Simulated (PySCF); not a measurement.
# How the numerical set-up moves the result for MgF (quartet)

Aim: see how much the energy and properties of MgF (quartet) depend on the numerical set-up.

Method: method and basis as typed in the scripts; program: PySCF 2.14.0.

3 further runs of the same task are left out: 3 that didn't finish.

## 1. Starting geometry

MgF (quartet): 2 atoms, charge 0, spin multiplicity 4.

Bond lengths: Mg1–F2 1.832 Å.

## 2. Base script

File input.py:

```python
from pyscf import gto, scf

mol = gto.M(
    atom='Mg 0 0 0; F 0 0 1.832',
    basis='pcseg-2',
    charge=0,
    spin=3,
    verbose=4,
)
mf = scf.UHF(mol)
mf.kernel()
mf.analyze()
print('orbital energies (hartree):', [e[max(0, n-3):n+3].round(4) for e, n in zip(mf.mo_energy, mol.nelec)])
```

Started as:

```bash
$ OMP_NUM_THREADS=1 python input.py
```

Its log is not repeated here.

It gives: E(SCF) = -298.910246 Eh, 15 cycles, ⟨S²⟩ = 3.754, μ = 2.41 D.

The bond length is a typed value, not an optimised one. The quartet is typed in the script; nothing here shows that it is the ground state.

## 3. Sto-3g

Edit 1 changes basis set: pcseg-2 → sto-3g.

File input.py:

```python
from pyscf import gto, scf

mol = gto.M(
    atom='Mg 0 0 0; F 0 0 1.832',
    basis='sto-3g',
    charge=0,
    spin=3,
    verbose=4,
)
mf = scf.UHF(mol)
mf.kernel()
mf.analyze()
print('orbital energies (hartree):', [e[max(0, n-3):n+3].round(4) for e, n in zip(mf.mo_energy, mol.nelec)])
```

Started as:

```bash
$ OMP_NUM_THREADS=1 python input.py
```

## 4. Lanl2dz (core potential on)

Edit 2 changes basis set: pcseg-2 → lanl2dz; core potential: off → on. The core potential changes with it: totals don't compare.

File input.py:

```python
from pyscf import gto, scf

mol = gto.M(
    atom='Mg 0 0 0; F 0 0 1.832',
    basis='lanl2dz',
    ecp={'Mg': 'lanl2dz'},
    charge=0,
    spin=3,
    verbose=4,
)
mf = scf.UHF(mol)
mf.kernel()
mf.mulliken_pop()
mf.dip_moment()
print('orbital energies (hartree):', [e[max(0, n-3):n+3].round(4) for e, n in zip(mf.mo_energy, mol.nelec)])
```

## 5. Crenbl (core potential on)

Edit 3 changes basis set: pcseg-2 → crenbl; core potential: off → on. The core potential changes with it: totals don't compare.

File input.py:

```python
from pyscf import gto, scf

mol = gto.M(
    atom='Mg 0 0 0; F 0 0 1.832',
    basis='crenbl',
    ecp={'Mg': 'crenbl', 'F': 'crenbl'},
    charge=0,
    spin=3,
    verbose=4,
)
mf = scf.UHF(mol)
mf.kernel()
mf.mulliken_pop()
mf.dip_moment()
print('orbital energies (hartree):', [e[max(0, n-3):n+3].round(4) for e, n in zip(mf.mo_energy, mol.nelec)])
```

## 6. 6-311g**

Edit 4 changes basis set: pcseg-2 → 6-311g**.

Edit input.py of step 2 so:

```diff
@@ -4,3 +4,3 @@
     atom='Mg 0 0 0; F 0 0 1.832',
-    basis='pcseg-2',
+    basis='6-311g**',
     charge=0,
```

Before running it: what results should come out? Wanted: for each run, E(SCF); from base; gap, α spin; SCF dipole.

The runs gave:

```csv
run,E(SCF) (hartree),from base (eV),cycles,"gap, α spin (eV)",SCF dipole (D),functions
base,-298.910246,0,15,5.62,2.41,49
sto-3g,-294.778272,+112.4367,13,10.58,1.66,14
lanl2dz (core potential on),-100.074727,not comparable,14,5.36,2.21,17
crenbl (core potential on),-86.369983,not comparable,9,14.50,1.42,34
6-311g**,-298.900867,+0.2552,21,5.09,2.24,44
```

Of the runs whose energies can be compared, “sto-3g” moves the SCF energy most (+112.437 eV). sto-3g (14 functions) gives an energy 112.44 eV higher than pcseg-2 (49). 6-311g** (44 functions) gives an energy 0.26 eV higher than pcseg-2 (49).
